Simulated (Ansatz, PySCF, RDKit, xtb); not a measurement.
# CH4ClSi: a search for the lowest isomer

Task: start from the formula CH4ClSi (odd number of electrons), draw up candidate structures, narrow them down in stages, and characterise the one that lies lowest at 400 K.

The funnel: GFN2-xTB relaxations, single points with a density functional, relaxations at B3LYP-D3(BJ)/def2-SVP, harmonic vibrations, and a last energy at a higher level. All values are calculated.

6 further runs of the same task are left out: 6 set aside as unsound or not needed.

### Step 1. Drawing up candidates

A program enumerates the bonding patterns with one Lewis structure each (two rings at most, one unusual centre or charged pair), with their diastereomers. O–O, O–halogen and N–halogen bonds and N–N–N chains are not drawn. That gives 4 candidates.

| label | SMILES | spin |
| --- | --- | --- |
| c020 | [SiH3][CH]Cl | doublet |
| c053 | [CH2][SiH2]Cl | doublet |
| c235 | C[SiH]Cl | doublet |
| c987 | [SiH2]CCl | doublet |

Candidates are built by distance geometry, with a force field where one applies, in up to four conformers (letters a to d). 16 starts with atoms placed at random are added, to find patterns that the rules miss.

Q: Predict the outcome of this search (final energies at CCSD(T)/def2-SVP + MP2/def2-TZVPP - MP2/def2-SVP).

| quantity | value |
| --- | --- |
| lowest structure found | C[SiH]Cl, doublet, C1 |
| next finalist | [CH2][SiH2]Cl, doublet, 9.0 kcal/mol higher in G |
| share at equilibrium, among the finalists | 100.0 % |
| harmonic wavenumbers, lowest and highest (B3LYP-D3(BJ)/def2-SVP) | 148 and 3138 cm⁻¹ |
| rotational constants, same geometry | 0.5851, 0.1275, 0.1087 cm⁻¹ |
| dipole moment (PBE0/def2-TZVPD) | 1.95 D |
| HOMO energy (highest over α and β) (PBE0/def2-TZVPD) | -6.24 eV |
| LUMO energy (lowest over α and β) (PBE0/def2-TZVPD) | -2.51 eV |
| lowest excitation (TD-B3LYP/def2-SVPD) | 4.31 eV (f = 0.005) |
| strongest of the states computed, same level | 5.15 eV (f = 0.039) |
| vertical ionisation energy (to the singlet cation) | 8.43 eV |
| vertical electron affinity | 0.80 eV |
| vertical quartet less doublet | +6.90 eV |

The lowest structure found is `C[SiH]Cl`. The margin of 9.0 kcal/mol over the next finalist is beyond the usual error of the last level; it says nothing of structures that weren't ranked. GFN2-xTB, HF/STO-3G, r2SCAN-D4/def2-SVP, B3LYP-D3(BJ)/def2-SVP, HF/def2-SVP and MP2/def2-SVP already put its bonding pattern lowest among the structures in one piece. The stability test raises a flag; for an open shell a flag towards a general spinor solution can be the free rotation of the spin. Lowest found is not proven lowest: the search is finite, and each finalist counts with one conformer. Patterns outside the rules of the enumeration were met only by chance.
